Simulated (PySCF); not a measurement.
# C3H3F3 (SMILES FCC=C(F)F): levels of theory compared

Aim: a comparison of 5 runs (HF/STO-3G, HF/def2-SVP, B3LYP/6-31G*, PBE0/def2-SVP) of C3H3F3. 

Program for the calculation: PySCF 2.14.0.

### 1 The system as given

C3H3F3 has 9 atoms, charge 0, and is taken as a singlet. As SMILES, `FCC=C(F)F`. The coordinates come from a PBE0-D4/def2-TZVP relaxation. This is a higher conformer, about 10 kJ/mol above the lowest found by a separate search.

Bond lengths: F1–C2 1.373 Å, C2–C3 1.488 Å, C3–C4 1.318 Å, C4–F5 1.308 Å, C4–F6 1.318 Å, C2–H7 1.096 Å, C2–H8 1.097 Å, C3–H9 1.083 Å. Some angles: F1–C2–C3 112.8°, C2–C3–C4 127.6°, C3–C4–F5 127.2°, C3–C4–F6 123.1°, F5–C4–F6 109.7°, F1–C2–H7 107.9°, F1–C2–H8 107.9°, C3–C2–H7 110.0°, C3–C2–H8 110.2°, C2–C3–H9 116.6°.

### 2 Energy and gradient at HF/STO-3G (run 1)

The input, start.xyz:

```xyz
9
C3H3F3
F     -1.029400    -1.196100    -0.990200
C     -0.829100    -0.794000     0.307500
C      0.205000     0.269200     0.429700
C      0.870800     0.859000    -0.543000
F      0.761800     0.632200    -1.826200
F      1.774000     1.795200    -0.333300
H     -0.532900    -1.673700     0.891100
H     -1.788300    -0.436600     0.700800
H      0.442100     0.602300     1.432600
```

The input, job.py:

```python
# FCC=C(F)F
import pyscf.grad
from pyscf import gto, scf

system = gto.M(
    atom='start.xyz',
    verbose=4,
    spin=0,
    max_memory=1860,
    basis='sto-3g',
)

calc0 = scf.RHF(system)
calc0.conv_tol = 1e-10
calc0.kernel()
if not calc0.converged:
    calc0 = calc0.newton().run(calc0.mo_coeff, calc0.mo_occ)

etot = calc0.e_tot
print('Final energy', etot)
grad = calc0.Gradients().kernel()
dip = calc0.dip_moment()
pop, q = calc0.mulliken_pop()
```

On the command line:

```console
OMP_NUM_THREADS=1 python job.py
```

The program printed:

```text
PySCF version 2.14.0

[... 63 lines left out ...]
converged SCF energy = -408.024150248791
Final energy -408.0241502487913
[... 11 lines left out ...]
Dipole moment(X, Y, Z, Debye): -0.17648,  0.02305,  1.50046
[... 43 lines left out ...]
charge of    8H =      0.07712
```

Wall time 3.9 s (1 thread of Intel Xeon at 2.50GHz (Skylake/Cascade Lake), shared host); peak memory 0.12 GiB.

### 3 Energy and gradient at HF/def2-SVP (run 2)

The input, mol.xyz:

```xyz
9

F     -1.029400    -1.196100    -0.990200
C     -0.829100    -0.794000     0.307500
C      0.205000     0.269200     0.429700
C      0.870800     0.859000    -0.543000
F      0.761800     0.632200    -1.826200
F      1.774000     1.795200    -0.333300
H     -0.532900    -1.673700     0.891100
H     -1.788300    -0.436600     0.700800
H      0.442100     0.602300     1.432600
```

The input, input.py:

```python
# FCC=C(F)F
from pyscf import gto, scf

mol = gto.M(
    atom='mol.xyz',
    verbose=4,
    basis='def2-svp',
    max_memory=1860,
)

hf = scf.RHF(mol)
hf.conv_tol = 1e-10
hf.kernel()
if not hf.converged:
    hf = hf.newton().run(hf.mo_coeff, hf.mo_occ)

etot = hf.e_tot
print('E(%s) = %.9f' % ('HF', etot))
grad = hf.nuc_grad_method().kernel()
dip = hf.dip_moment()
pop, q = hf.mulliken_pop()
```

On the command line:

```console
OMP_NUM_THREADS=1 python input.py
```

The program printed:

```text
PySCF version 2.14.0

[... 67 lines left out ...]
converged SCF energy = -413.29567080407
[... 12 lines left out ...]
Dipole moment(X, Y, Z, Debye): -0.55405, -0.18631,  2.85880
[... 109 lines left out ...]
charge of    8H =      0.08991
```

Run time: 22 s. Hardware: 1 thread of Intel Xeon at 2.50GHz (Skylake/Cascade Lake), shared host; peak memory 0.21 GiB.

Runs 3 to 4 aren't shown in full; the table further down has their settings and results.

### 4 Energy and gradient at PBE0/def2-SVP (run 5)

The input, input.py:

```python
# FCC=C(F)F
import pyscf.grad
from pyscf import gto, dft

system = gto.M(
    atom='''
F       -1.029400      -1.196100      -0.990200
C       -0.829100      -0.794000       0.307500
C        0.205000       0.269200       0.429700
C        0.870800       0.859000      -0.543000
F        0.761800       0.632200      -1.826200
F        1.774000       1.795200      -0.333300
H       -0.532900      -1.673700       0.891100
H       -1.788300      -0.436600       0.700800
H        0.442100       0.602300       1.432600
''',
    spin=0,
    charge=0,
    verbose=4,
    basis='def2-svp',
    max_memory=1860,
)

calc0 = dft.RKS(system, xc='pbe0')
calc0.grids.level = 5
calc0.conv_tol = 1e-10
calc0.kernel()
if not calc0.converged:
    calc0 = calc0.newton().run(calc0.mo_coeff, calc0.mo_occ)

energy = calc0.e_tot
print('E(%s) = %.9f' % ('PBE0', energy))
grad = calc0.Gradients().kernel()
dip = calc0.dip_moment()
pop, q = calc0.mulliken_pop()
```

On the command line:

```console
OMP_NUM_THREADS=1 python input.py
```

The program printed:

```text
PySCF version 2.14.0

[... 78 lines left out ...]
converged SCF energy = -414.873654894826
[... 13 lines left out ...]
Dipole moment(X, Y, Z, Debye): -0.42109, -0.11973,  2.31799
[... 109 lines left out ...]
charge of    8H =      0.07198
```

Run time: 66 s. Hardware: 1 thread of Intel Xeon at 2.50GHz (Skylake/Cascade Lake), shared host; peak memory 0.98 GiB.

### 5 Overview of the runs

```tsv
run	level	integration grid	Cartesian functions	energy (Eh)	dipole moment (D)	HOMO energy (eV)	LUMO energy (eV)	wall time
1	HF/STO-3G	–	no	-408.024150	1.51	-7.91	8.41	3.9 s
2	HF/def2-SVP	–	no	-413.295671	2.92	-10.54	4.75	22 s
3	B3LYP/6-31G* (spherical functions)	5	no	-415.590649	2.15	-6.89	0.84	84 s
4	B3LYP/6-31G* (Cartesian functions)	5	yes	-415.595691	2.15	-6.90	0.83	77 s
5	PBE0/def2-SVP	5	no	-414.873655	2.36	-7.43	0.74	66 s
```

### 6 Results

```
                       quantity          value
            run 5: total energy  -414.87365 Eh
           run 5: dipole moment         2.36 D
             run 5: HOMO energy       -7.43 eV
             run 5: LUMO energy        0.74 eV
           run 5: HOMO–LUMO gap        8.17 eV
run 5: largest force on an atom     0.780 eV/Å
```

**Reading.** The dipole moment (its size) runs from 1.51 D (HF/STO-3G) to 2.92 D (HF/def2-SVP). The HOMO–LUMO gap runs from 7.73 eV (B3LYP/6-31G*) to 16.32 eV (HF/STO-3G). The two ends differ in method and basis. Totals of different functionals can't be ranked against each other. In run 1 the basis is minimal, so the values are rough. All runs together took 4.2 min, the longest 84 s.
